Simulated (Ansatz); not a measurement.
# SiP− (triplet): wave-function methods side by side, aug-cc-pVDZ

One table from this session's results is given with a row withheld; the runs are named, their logs left out.

Method: aug-cc-pVDZ, core rule «outside noble gas», up to 10 orbitals frozen; program: Ansatz 0.2.0, Gaussian basis.

Plan: UHF; CCSD(T) on ROHF; CCSD(T) on UHF; BCCD(T) on ROHF; CISD; CCSDT(Q) on ROHF; CCSDT(Q) on UHF; CASSCF and MRCISD+Q, 10 electrons in 8 orbitals; CASSCF and NEVPT2, 10 electrons in 8 orbitals.

4 further runs of the same task are left out: 4 set aside as unsound or not needed.

### The geometry

The geometry is a PBE0/def2-TZVPD stationary point (not a proven minimum) of the parent state, kept for this charge and spin.

2 atoms, charge -1, spin multiplicity 3.

Atoms are counted from 1 here; the program's logs count them from 0.

Bond lengths: Si1–P2 1.999 Å.

Set-up of the first run:

in.yaml

```yaml
crystal:
  periodic: [false, false, false]
  atoms:
    - {symbol: Si, position_ang: [0.000000, 0.000000, 0.000000]}
    - {symbol: P, position_ang: [0.000000, 0.000000, 1.999000]}
basis:
  gaussian: {orbitals: aug-cc-pVDZ}
total_charge: -1
magnetization: {spin_polarized: true, initial_magnetization: 2}
hamiltonian: {xc: hf}
output: {orbitals: {seedname: orbitals}}
```

The run is started by

```sh
ansatz run in.yaml --threads 1 --pin off --events-out ev --progress --plain --max-ram 4096MiB --backend cpu
```

Among the steps run: UHF; CCSD(T) on ROHF; CCSD(T) on UHF; BCCD(T) on ROHF; CISD; CCSDT(Q) on ROHF; CCSDT(Q) on UHF; CASSCF and MRCISD+Q, 10 electrons in 8 orbitals; CASSCF and NEVPT2, 10 electrons in 8 orbitals.

One table of the session follows, with a row left open; its other results are not shown here.

| method | from RCCSDT(Q) (meV) |
| --- | --- |
| ROHF | ? |
| UHF | +6109.6 |
| RMP2 | +1337.8 |
| UMP2 | +1385.1 |
| CISD | +1069.2 |
| RCCSD | +557.9 |
| UCCSD | +553.3 |
| RCCSD(T) | +259.7 |
| UCCSD(T) | +265.9 |
| BCCD(T) | +262.7 |
| RCCSDT | +102.4 |
| UCCSDT | +111.3 |
| RCCSDT(Q) | 0 |
| UCCSDT(Q) | +12.9 |
| CASSCF valence | +5154.5 |
| NEVPT2 valence | +1236.2 |
| MRCISD valence | +605.0 |
| MRCISD+Q valence | +68.9 |

Q: Estimate the row for ROHF from the others.

As computed: from RCCSDT(Q) (meV): +6327.7. In the column «from RCCSDT(Q) (meV)» it is the highest.

To keep in mind: Restricted and unrestricted rows rest on different reference determinants; where their highest levels disagree by more than a few hundredths of an eV, they describe different states and don't form one ladder.
